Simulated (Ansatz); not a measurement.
# SiPHO (singlet): from Hartree-Fock to the top rungs at a displaced geometry (v2), cc-pVDZ

An exercise on one series of results from a longer session: the logs are not shown, and one member is left open.

Program: Ansatz 0.2.0, Gaussian basis. Level of theory: cc-pVDZ, core rule «outside noble gas», up to 11 orbitals frozen. These are calculated values, not measurements.

Plan: UHF; CCSD(T) on RHF; BCCD(T) on RHF; CISD; CCSDT(Q) on RHF.

12 further runs of the same task are left out: 5 that didn't finish, 7 set aside as unsound or not needed.

### The geometry

The geometry is a PBE0/def2-TZVP stationary point (not a proven minimum) with its atoms shifted at random (size 0.100 Å).

4 atoms, charge 0, spin multiplicity 1.

Atoms are counted from 1 here; the program's logs count them from 0.

Bond lengths: O1–Si2 1.507 Å, Si2–P3 2.065 Å, P3–H4 1.391 Å. Angles: O1–Si2–P3 171.3°, Si2–P3–H4 77.1°.

The first run:

Contents of in.yaml:

```yaml
crystal:
  periodic: [false, false, false]
  atoms:
    - {symbol: O, position_ang: [0.096880, 0.030578, 2.046004]}
    - {symbol: Si, position_ang: [-0.067994, 0.019538, 0.548592]}
    - {symbol: P, position_ang: [0.008626, -0.075488, -1.513205]}
    - {symbol: H, position_ang: [0.091735, 1.289929, -1.262652]}
basis:
  gaussian: {orbitals: cc-pVDZ}
magnetization: {spin_polarized: true, initial_magnetization: 0}
hamiltonian: {xc: hf}
output: {orbitals: {seedname: orbitals}}
```

On the command line:

```bash
$ ansatz run in.yaml --threads 1 --pin off --events-out ev --progress --plain --max-ram 2393MiB
```

Among the steps run: UHF; CCSD(T) on RHF; BCCD(T) on RHF; CISD; CCSDT(Q) on RHF.

One table of the session follows, with a row left open; its other results are not shown here.

It belongs to the step «Misses and costs». 

| method | from RCCSDT(Q) (meV) |
| --- | --- |
| RHF | +11858.9 |
| RMP2 | +1031.5 |
| CISD | +1965.8 |
| RCCSD | ? |
| RCCSD(T) | +99.4 |
| BCCD(T) | +88.4 |
| RCCSDT | +65.5 |
| RCCSDT(Q) | 0 |

Estimate the missing values for RCCSD.

The run gave: from RCCSDT(Q) (meV): +600.1. In the column «from RCCSDT(Q) (meV)» it lies between RCCSD(T) (+99.4) and RMP2 (+1031.5).
